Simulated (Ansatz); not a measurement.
## Ansatz (development build ahead of 0.2.0) run

```yaml
crystal:
  periodic: [false, false, false]
  atoms:
    - { symbol: Si, position_ang: [0.00752, -0.00489, -0.13858] }
    - { symbol: H, position_ang: [-0.00573, 1.10435, 0.94027] }
    - { symbol: H, position_ang: [-0.00396, -1.08873, 0.94439] }
basis:
  gaussian: { orbitals: def2-TZVP }
hamiltonian:
  xc: hf
correlation:
  method: mp2
  frozen_orbitals: { H: 0, Si: 5 }
```

The input is written out in the form of the current development build from the run's settings.

Output:

* Converged: yes
* Reference energy: -290.02537 hartree
* Correlation energy: -0.10237 hartree
* Total energy: -290.12773 hartree
* Spin squared of the determinant: 0.000
